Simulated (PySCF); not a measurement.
**Converging SiP in the basis (MP2)**

PySCF, ROHF reference; doublet, unpaired electrons π ↑; De to Si + P without counterpoise correction. Frozen cores follow the default of each basis and core potential.

| basis | relativity | functions | Re (Å) | ωe (cm⁻¹) | De (eV) | frozen orbitals |
| --- | --- | --- | --- | --- | --- | --- |
| x2c-SVPall | spin-free X2C | 36 | 2.084 | 635 | 2.88 | 10 |
| cc-pV(D+d)Z | no relativity | 46 | 2.093 | 624 | 2.89 | 10 |
| aug-pcseg-1 | no relativity | 54 | 2.094 | 618 | 2.97 | 10 |
| def2-TZVPP | no relativity | 84 | 2.079 | 631 | 3.37 | 10 |
| def2-TZVPPD | no relativity | 96 | 2.079 | 630 | 3.40 | 10 |

**Question.** How does each smaller set differ from the one with most functions, def2-TZVPPD?

**Answer.** x2c-SVPall: +0.5 pm, +0.8 % in ωe, -0.52 eV in De; cc-pV(D+d)Z: +1.4 pm, -1.0 % in ωe, -0.51 eV in De; aug-pcseg-1: +1.5 pm, -1.9 % in ωe, -0.43 eV in De; def2-TZVPP: +0.0 pm, +0.2 % in ωe, -0.03 eV in De. All at MP2; the set with most functions is neither the basis-set limit nor always the best. The rows treat relativity differently, so the differences are not basis effects alone.

Correlated steps freeze 10 core orbitals. Correlated levels converge slowly with the basis: in double zeta they bind strong bonds too weakly, by up to about 1 eV, and carry superposition errors of some tenths. The state is the lowest determinant that a PBE0 search found; another state may lie lower at other levels.
